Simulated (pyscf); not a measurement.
HN=SiH–Cl (SMILES N=[SiH]Cl) + NH₃ (SMILES N) → H₂N–SiH(NH₂)–Cl (SMILES N[SiH](N)Cl), an addition across a multiple bond or ene-type step (singlet surface; H–N broken, H–N, N–Si formed). PySCF, gas phase, ωB97X-D3(BJ)/def2-SVP geometries. Correlated levels are frozen-core, on RHF or UHF. ΔMP2 is the change of the MP2 total energy from the triple- to the quadruple-zeta basis. Energies in eV from the separated reactants.

Small-basis levels: PySCF, no dispersion term, spherical d functions. AM1 to PM7: differences of heats of formation from MOPAC, which are fitted to 298 K values and so differ in kind from electronic energies by zero-point and thermal terms. GFN2-xTB: tblite. Cost: rough CPU time at the saddle relative to B3LYP/6-31G*, from one job on a shared machine.

```
level                                barrier  reaction energy        cost
--------------------------------  ----------  ---------------  ----------
HF/STO-3G                         (withheld)            -4.45        0.04
HF/6-31G*                         (withheld)            -3.33        0.09
MP2/6-31G*                             -0.68            -2.97         0.1
PBE/6-31G*                             -0.91            -2.82           2
B3LYP/LANL2DZ                          -0.97            -3.25         0.7
B3LYP/6-31G*                           -0.69            -2.89           1
GFN2-xTB                                0.12            -1.81  under 0.02
PM3                                    -0.11            -2.49  under 0.02
PM7                                     0.10            -2.41  under 0.02
CCSD(T)/def2-TZVPP + ΔMP2(QZVPP)  (withheld)            -3.01           –
```

Fill in the missing entries.


- HF/STO-3G, barrier: -0.70
- HF/6-31G*, barrier: -0.43
- CCSD(T)/def2-TZVPP + ΔMP2(QZVPP), barrier: -0.72

Against the last row the barrier runs from -0.25 (B3LYP/LANL2DZ) to +0.84 eV (GFN2-xTB); HF/STO-3G happens to lie closest here (0.02 eV apart). CCSD(T)/def2-TZVPP + ΔMP2(QZVPP) has limits of its own. On the reactant side the descent ends in an adduct with a N–Si contact, 1.18 eV under the separated species and 0.32 eV under the saddle at ωB97X-D3(BJ)/def2-TZVP. At CCSD(T) the saddle lies under the separated reactants, which points to a path from their complex (located at ωB97X-D3(BJ) alone). What is counted as formed (N–Si) is already present as a longer contact in the reactant adduct; forming that adduct is a step of its own. At ωB97X-D3(BJ)/def2-TZVP the barrier from the zero used here is -0.86 eV. HN=SiH–Cl lies 1.14 eV over its isomer H₂N–Si:–Cl [singlet] (electronic energy, ωB97M-D3(BJ)/def2-TZVP). This is the saddle that the search found; another between the same sides may lie lower. The CCSD(T) − MP2 part came from Ansatz, without density fitting, on the same reference.
